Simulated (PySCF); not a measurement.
S2, optimised at PBE0/def2-TZVP:

```xyz
2

S      0.0035    -0.6953     0.6374
S     -0.0035     0.6953    -0.6374
```

Energies from PySCF (xtb for GFN2), thermal terms from the rigid-rotor harmonic-oscillator model, ideal gas at 1 bar. 6-31G* has spherical d functions here. Open shells (unrestricted): S2 (multiplicity 3). GFN2 has no spin-polarisation term. B3LYP is the form with VWN-RPA correlation.

### Question
List the harmonic frequencies (cm⁻¹, unscaled) at this level and at the other levels, each on its own geometry.

### Answer
- PBE0/def2-TZVP: 752
- B3LYP/6-31G*: 700
- GFN2-xTB: 716
- HF/6-31G*: 811
- PBE/def2-SVP: 695
